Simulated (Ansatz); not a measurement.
Cost and result for the atomization energy of `C=CCCC` (15 atoms, 14 bonds).

Cartesian coordinates in Å:
```
C -2.201 1.026 1.057
C -1.432 0.782 0.005
C 0.044 0.574 0.048
C 0.465 -0.800 -0.467
C 1.971 -0.989 -0.465
H -3.272 1.159 0.961
H -1.783 1.104 2.056
H -1.894 0.708 -0.979
H 0.536 1.341 -0.565
H 0.407 0.713 1.072
H 0.074 -0.939 -1.481
H -0.010 -1.570 0.149
H 2.251 -1.979 -0.834
H 2.381 -0.882 0.543
H 2.463 -0.246 -1.100
```

Total charge 0; spin multiplicity 1. The structure was optimised at the PBE0-D4/def2-TZVP level. It is one conformer, not always the lowest. Program: Ansatz. Hardware: A = 2 threads of a server CPU on a shared host; B = 2 threads of an AMD EPYC 7R13 on a shared host and a share of an NVIDIA H100 80 GB. Times are those of one run each, without the atoms' runs, and a repeat can differ threefold. Electronic energies, without spin–orbit coupling; frozen cores. CCSD(T)/CBS adds CCSD(T) − MP2 in def2-TZVPP to the MP2 limit, and its time is that of the two runs behind it. T1 = 0.009.

CCSD(T)/CBS is a level of theory with its own doubt, some kJ/mol a heavy atom from the limit and from the frozen cores, so smaller differences don't rank the functionals.

```tsv
level	functions	wall time
CCSD(T)/def2-TZVPP [B]	295	6 s
MP2/def2-QZVPP [B]	585	6.5 s
LDA (SPW92)/def2-TZVPP [A]	295	11 s
BLYP-D4/def2-TZVPP [A]	295	11 s
BHLYP-D4/def2-TZVPP [A]	295	11 s
CCSD(T)/CBS(def2)	–	13 s
PBE-D4/def2-TZVPP (with forces) [A]	295	17 s
r2SCAN-D4/def2-TZVPP (with forces) [A]	295	18 s
PBE-QIDH/def2-TZVPP [A]	295	27 s
ωB97X-V/def2-TZVPP [A]	295	27 s
B2PLYP/def2-TZVPP [A]	295	28 s
CCSD(T)/def2-SVP [A]	120	29 s
ωB97M-V/def2-TZVPP (with forces) [A]	295	35 s
```

(1) What atomization energy does each give, and how far from CCSD(T)/CBS? (Estimate.)

Answers

(1) The calculation gave: 
```tsv
level	atomization (kcal/mol)	difference from CCSD(T)/CBS	per bond
CCSD(T)/def2-TZVPP [B]	1419.0	-29.4	-2.1
MP2/def2-QZVPP [B]	1449.1	0.7	0.0
LDA (SPW92)/def2-TZVPP [A]	1638.3	189.9	13.6
BLYP-D4/def2-TZVPP [A]	1444.1	-4.3	-0.3
BHLYP-D4/def2-TZVPP [A]	1420.0	-28.4	-2.0
CCSD(T)/CBS(def2)	1448.4	0.0	0.0
PBE-D4/def2-TZVPP (with forces) [A]	1476.5	28.1	2.0
r2SCAN-D4/def2-TZVPP (with forces) [A]	1452.0	3.6	0.3
PBE-QIDH/def2-TZVPP [A]	1448.4	0.0	0.0
ωB97X-V/def2-TZVPP [A]	1449.2	0.8	0.1
B2PLYP/def2-TZVPP [A]	1437.6	-10.8	-0.8
CCSD(T)/def2-SVP [A]	1398.2	-50.2	-3.6
ωB97M-V/def2-TZVPP (with forces) [A]	1452.4	4.0	0.3
```

At CCSD(T), def2-SVP lies −50.2 kcal/mol from the extrapolated value and def2-TZVPP −29.4 kcal/mol: correlation converges slowly with the basis, and small sets miss more of it in the bonded molecule than in its fragments. From BLYP to BHLYP (50 % exact exchange), in def2-TZVPP and without D4, the atomization energy moves by −17.1 kcal/mol: exact exchange takes away binding that semilocal exchange gives to molecules. The D4 term adds +9.4 kcal/mol with B3LYP and +5.0 kcal/mol with PBE0; it sums over pairs of atoms, weighted by their polarisabilities, and B3LYP, whose exchange is more repulsive, gets the larger term.

B3LYP here is the variant with VWN-RPA as its local correlation; programs differ in this.
